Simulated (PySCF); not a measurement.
A structure optimised at B3LYP-D3(BJ)/def2-TZVP, used in a PySCF frequency run:

```xyz
7

C      0.0000     0.0000    -1.2360
C      0.0000     0.0000     0.2181
C      0.0000     0.0000     1.4176
H     -0.8833     0.5100    -1.6258
H      0.0000    -1.0199    -1.6258
H      0.8833     0.5100    -1.6258
H      0.0000     0.0000     2.4795
```

Question: Write its SMILES, formula and point group.

Answer: C#CC, C3H4, C3v

Question: What are its rotational constants (standard atomic weights)?

Answer: 160.66, 8.6125, 8.6125 GHz
